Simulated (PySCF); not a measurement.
**Orbital picture of Li₂**

PBE0 at R = 2.740 Å; Li def2-TZVP; no relativity (PySCF 2.14). State: ¹Σg⁺ (singlet), closed shell. Only the outer orbitals are listed.

```csv
orbital,occ.,ε (eV),main shells (%)
σg,2,-55.06,100 s
σu,2,-55.05,100 s
σg,2,-3.79,92 s
σu,0,-1.30,"76 s, 24 p"
πu,0,-0.53,100 p
πu,0,-0.53,100 p
```

Q: Which are the highest filled and the lowest empty level, where do they sit, and how wide is the gap?

A: Highest filled σg at -3.79 eV (in %: 92 s); lowest empty σu at -1.30 eV (in %: 76 s, 24 p); the gap at PBE0 is 2.49 eV.

- bond order (Mayer): 1.00
- ⟨S²⟩: 0.000
- polarisability along the bond: 251.3 bohr³
- polarisability across the bond: 131.3 bohr³

Closed-shell solutions of metal pairs were not tested for spin polarisation, which can lower them a little.
